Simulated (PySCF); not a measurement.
Ionisation energies (eV) were calculated with PySCF 2.14 by LDA, PBE0, MP2 (valence), in another order, as differences of total energies without spin-orbit coupling. The measured values are between term centres (NIST).

```json
{"species": "Be (x2c-TZVPPall, spin-free X2C)", "measured": "9.323", "A": "9.022", "B": "8.753", "C": "8.971"}
{"species": "Cr (x2c-TZVPPall, spin-free X2C)", "measured": "6.767", "A": "7.619", "B": "6.489", "C": "7.065"}
{"species": "Mn⁺ (x2c-TZVPPall, spin-free X2C)", "measured": "15.640", "A": "16.502", "B": "15.278", "C": "15.948"}
{"species": "Co (x2c-TZVPPall, spin-free X2C)", "measured": "7.869", "A": "7.908", "B": "7.357", "C": "7.881"}
{"species": "Zn⁺ (x2c-TZVPPall, spin-free X2C)", "measured": "17.964", "A": "19.059", "B": "17.785", "C": "18.356"}
{"species": "Ge (x2c-TZVPPall, spin-free X2C)", "measured": "7.925", "A": "8.007", "B": "7.758", "C": "7.920"}
{"species": "Tl⁺ (x2c-TZVPPall, spin-free X2C)", "measured": "20.428", "A": "21.010", "B": "18.923", "C": "20.231"}
{"species": "Tl (x2c-TZVPPall, spin-free X2C)", "measured": "5.464", "A": "5.573", "B": "5.169", "C": "5.435"}
```

Problem. Which column is which method?

Solution. A is LDA (mean error 0.42 eV); B is MP2 (valence) (mean error -0.48 eV); C is PBE0 (mean error 0.05 eV). LDA overbinds the outer electron and comes out highest. Valence MP2 in a finite basis recovers only part of the missing correlation, so it stays below experiment on average. PBE0, with a quarter of exact exchange, lies close to experiment on average.
